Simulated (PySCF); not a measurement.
Bonds broken one at a time in the series C Cl-H. All species are isolated molecules in the gas phase. Strings in code marks are SMILES.

A: whole molecule (`CCl`)
B: radical fragment (`Cl[CH]Cl`)
C: radical fragment (`Cl[C](Cl)Cl`)
D: whole molecule (`ClC(Cl)(Cl)Cl`)

Problem. Put the candidates in order of dipole moment, lowest first, for PySCF with TPSSh-D3(BJ)/def2-TZVP // PBE0-D3(BJ)/def2-TZVP.

Solution. D (0.00 D), C (0.15 D), B (0.90 D), A (1.92 D)
